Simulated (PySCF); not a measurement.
**Which functional comes closest?**

Molecule: `NCC`, C$_{2}$H$_{7}$N.

Bonds (- single, = double, # triple, : aromatic): C1-C2 1.517 Å, C2-N3 1.451 Å. C1 carries H4, H5, H6; C2 carries H7, H8; N3 carries H9, H10.

Geometry PBE0-D3(BJ)/def2-SVP throughout; GIAO in PySCF 2.14, gas phase, one conformer, non-relativistic; equivalent atoms averaged; basis pcSseg-2.

Reference values (measured; solution, not stated per compound (mostly CDCl3 or CCl4); Pretsch, Buehlmann, Badertscher, Structure Determination of Organic Compounds, 4th ed. (2009)): δ(C2) = 36.9 ppm, δ(C1) = 19.0 ppm, δ(H7/H8) = 2.66 ppm, δ(H4/H5/H6) = 1.11 ppm. Computed shifts are taken against TMS, calculated as an isolated molecule at each level.

How do the functionals HF, LDA, PBE, BLYP, BP86, OPBE, KT2, KT3, B97-D, B3LYP, PBE0, mPW1PW91, WP04, B97-2, BHandHLYP, CAM-B3LYP, wB97X-D, LC-wPBE perform against the reference? Times are CPU seconds on shared hosts with different chips, so compare them loosely; the GGAs took longer than the global hybrids here, which isn't the general rule, and the cause wasn't traced.

## Answers


```csv
functional,kind,C2,C1,H7/H8,H4/H5/H6,mean abs. error C,mean abs. error H,core-s
HF,Hartree–Fock,37.8,20.3,2.46,1.09,1.1,0.11,5.6
LDA,LDA,43.2,19.2,3.06,1.05,3.3,0.23,15
PBE,GGA,44.1,20.2,3.01,1.06,4.2,0.20,18
BLYP,GGA,45.5,21.1,3.05,1.12,5.4,0.20,19
BP86,GGA,43.9,20.2,2.99,1.06,4.1,0.19,18
OPBE,GGA,42.9,19.7,2.94,1.01,3.3,0.19,19
KT2,GGA,43.4,19.8,3.01,1.05,3.7,0.20,19
KT3,GGA,44.0,20.4,2.98,1.07,4.2,0.18,19
B97-D,GGA,44.3,20.7,3.00,1.09,4.5,0.18,18
B3LYP,global hybrid,43.4,20.7,2.87,1.10,4.1,0.11,12
PBE0,global hybrid,41.7,19.9,2.80,1.05,2.9,0.10,12
mPW1PW91,global hybrid,41.9,20.0,2.79,1.04,3.0,0.10,13
WP04,global hybrid,44.3,20.8,2.67,1.03,4.6,0.04,9
B97-2,global hybrid,42.2,20.2,2.81,1.06,3.3,0.10,12
BHandHLYP,global hybrid,41.0,20.5,2.69,1.09,2.8,0.02,12
CAM-B3LYP,range-separated hybrid,41.9,20.3,2.80,1.11,3.2,0.07,15
wB97X-D,range-separated hybrid,41.4,20.0,2.73,1.06,2.8,0.06,15
LC-wPBE,range-separated hybrid,39.4,19.4,2.64,1.05,1.4,0.04,22
```

For 13C the closest is HF (1.1 ppm) and the furthest BLYP (5.4 ppm).

For 1H the closest is BHandHLYP (0.02 ppm, with LC-wPBE, WP04 practically level) and the furthest LDA (0.23 ppm). One molecule is a small sample, and vibrational and solvent effects are absent from the calculation.
